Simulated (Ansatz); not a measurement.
Process, species as SMILES: [CH2]N (CH2-NH2) → C atom + 4 H atom + N atom
B3LYP-D3(BJ)/def2-TZVP geometries, fixed; electronic energies without zero-point terms.
Largest species:
```xyz
6

C      0.1231     0.7206    -0.0043
N     -0.0884    -0.6546     0.0035
H     -0.4969    -1.0305     0.8459
H     -0.5248    -1.0357    -0.8225
H      0.4664     1.1652     0.9184
H      0.4354     1.1594    -0.9407
```
Charge 0, spin multiplicity 2.

Basis-set convergence of the atomisation energy at PBE0 with Ansatz (a quantum-chemistry and plane-wave program). Cartesian d functions, on some or all atoms, in 6-31G*, 6-31+G*; all else is spherical. The program fits the integrals of some runs and decomposes those of others, by size. Open shells are unrestricted. No added dispersion term, no relativity. Functions are those of the species that has most. Reference: the value in aug-pcseg-3, 486.50 kcal/mol, itself unsure by roughly 0.22 kcal/mol (its mean distance from aug-cc-pVQZ, cc-pV5Z, def2-QZVPPD). Deviations are taken from unrounded values.

```json
[
 {"basis": "6-31G*", "functions": "38", "atomisation energy (kcal/mol)": "478.17"},
 {"basis": "6-31+G*", "functions": "46", "atomisation energy (kcal/mol)": "479.06"},
 {"basis": "cc-pVDZ", "functions": "48", "atomisation energy (kcal/mol)": "475.29"},
 {"basis": "aug-cc-pVDZ", "functions": "82", "atomisation energy (kcal/mol)": "479.03"},
 {"basis": "def2-SVP", "functions": "48", "atomisation energy (kcal/mol)": "485.73"},
 {"basis": "def2-SVPD", "functions": "72", "atomisation energy (kcal/mol)": "491.50"},
 {"basis": "pcseg-1", "functions": "48", "atomisation energy (kcal/mol)": "478.30"},
 {"basis": "aug-pcseg-1", "functions": "82", "atomisation energy (kcal/mol)": "481.97"},
 {"basis": "6-311G**", "functions": "60", "atomisation energy (kcal/mol)": "481.25"},
 {"basis": "6-311+G**", "functions": "68", "atomisation energy (kcal/mol)": "482.64"},
 {"basis": "def2-TZVP", "functions": "86", "atomisation energy (kcal/mol)": "483.89"},
 {"basis": "def2-TZVPD", "functions": "110", "atomisation energy (kcal/mol)": "484.74"},
 {"basis": "cc-pVTZ", "functions": "116", "atomisation energy (kcal/mol)": "484.54"},
 {"basis": "aug-cc-pVTZ", "functions": "184", "atomisation energy (kcal/mol)": "485.45"},
 {"basis": "pcseg-2", "functions": "116", "atomisation energy (kcal/mol)": "485.91"},
 {"basis": "aug-pcseg-2", "functions": "184", "atomisation energy (kcal/mol)": "486.40"},
 {"basis": "def2-TZVPP", "functions": "118", "atomisation energy (kcal/mol)": "485.39"},
 {"basis": "def2-TZVPPD", "functions": "142", "atomisation energy (kcal/mol)": "486.03"},
 {"basis": "cc-pVQZ", "functions": "230", "atomisation energy (kcal/mol)": "485.93"},
 {"basis": "aug-cc-pVQZ", "functions": "344", "atomisation energy (kcal/mol)": "486.43"},
 {"basis": "def2-QZVPP", "functions": "234", "atomisation energy (kcal/mol)": "485.94"},
 {"basis": "def2-QZVPPD", "functions": "258", "atomisation energy (kcal/mol)": "486.10"},
 {"basis": "pcseg-3", "functions": "252", "atomisation energy (kcal/mol)": "486.46"},
 {"basis": "aug-pcseg-3", "functions": "366", "atomisation energy (kcal/mol)": "486.50"}
]
```

What the diffuse functions change, pair by pair:
- 6-31G* to 6-31+G*: 8 more functions, deviation -8.33 to -7.45 kcal/mol
- cc-pVDZ to aug-cc-pVDZ: 34 more functions, deviation -11.21 to -7.48 kcal/mol
- def2-SVP to def2-SVPD: 24 more functions, deviation -0.77 to 4.99 kcal/mol
- pcseg-1 to aug-pcseg-1: 34 more functions, deviation -8.20 to -4.53 kcal/mol
- 6-311G** to 6-311+G**: 8 more functions, deviation -5.25 to -3.87 kcal/mol
- def2-TZVP to def2-TZVPD: 24 more functions, deviation -2.62 to -1.77 kcal/mol
- cc-pVTZ to aug-cc-pVTZ: 68 more functions, deviation -1.96 to -1.05 kcal/mol
- pcseg-2 to aug-pcseg-2: 68 more functions, deviation -0.60 to -0.10 kcal/mol
- def2-TZVPP to def2-TZVPPD: 24 more functions, deviation -1.11 to -0.47 kcal/mol
- cc-pVQZ to aug-cc-pVQZ: 114 more functions, deviation -0.58 to -0.07 kcal/mol
- def2-QZVPP to def2-QZVPPD: 24 more functions, deviation -0.56 to -0.40 kcal/mol
- pcseg-3 to aug-pcseg-3: 114 more functions, deviation -0.05 to 0.00 kcal/mol

Leaving out the reference's own pair, they bring the value nearer the reference by more than 0.22 kcal/mol in 9 of 11 pairs.
